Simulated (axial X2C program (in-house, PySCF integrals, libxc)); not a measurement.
**Low determinants of PF at the PBE0 level, two-component**

Calculated with an in-house all-electron X2C program for linear molecules (integrals from PySCF). Two-component (2c) means X2C with spin–orbit coupling and atomic mean-field two-electron Coulomb and Gaunt terms. Basis: P dyall-v3z [8s7p2d1f], F dyall-av3z [7s6p3d2f] (cores contracted in-house); Gaussian nuclei, density fitting, unrestricted open shells. Masses: P 30.974 u, F 18.998 u.

Search at 1.611 Å (vertical energies from the lowest determinant):

| ΔE (eV) | state | electrons beyond evenly filled partner blocks | electrons in ±ω = 1/2, 3/2, 5/2, 7/2 |
| --- | --- | --- | --- |
| 0.00 | Ω = 1 | ω = -1/2, ω = 3/2 | 19 5 0 0 |
| 1.00 | Ω = 0 | none | 20 4 0 0 |
| 1.03 | Ω = 2 | ω = 1/2, ω = 3/2 | 19 5 0 0 |
| 1.07 | Ω = 0 | none | 18 6 0 0 |
| 4.27 | Ω = 1 | 2 × ω = 1/2 | 20 4 0 0 |

Lowest determinant, Ω = 1 (⟨Sz⟩ = 1.00, ⟨Lz⟩ = 0.00 at PBE0): Re = 1.606 Å, ωe = 844.4 cm⁻¹.

The determinant in row 2 of the search, Ω = 0 (closed shell), was followed along the bond at PBE0; measured from the minimum of the lowest determinant it gives:

Te = 0.999 eV (8055 cm⁻¹), Re = 1.602 Å, ωe = 854.8 cm⁻¹.

Question: Compare the bond of the determinant in row 2 with that of the lowest one.

Answer: At PBE0 its Re is 0.004 Å shorter and its force constant, which goes as ωe², is 1.02 times that of the lowest determinant. T0 ≈ Te + Δωe/2 = 8055 + (5) = 8060 cm⁻¹.

The search compares states at one distance, so a state with another bond length can lie lower; it is not exhaustive and yields mostly the lowest determinant of each block pattern, so other components and higher states of one pattern are missing. These are energies of single determinants, not of spin-adapted states; PBE0 term energies can be off by some tenths of an eV, and the functional has no current term. Open-shell Ω = 0 determinants with evenly filled partner blocks cannot be reached by this program, so the Ω shown need not be the lowest component. A closed-shell Ω = 0 row of a π² shell mixes the 0⁺ component of the triplet with ¹Σ⁺ and matches no level; 0⁺ can lie lowest.
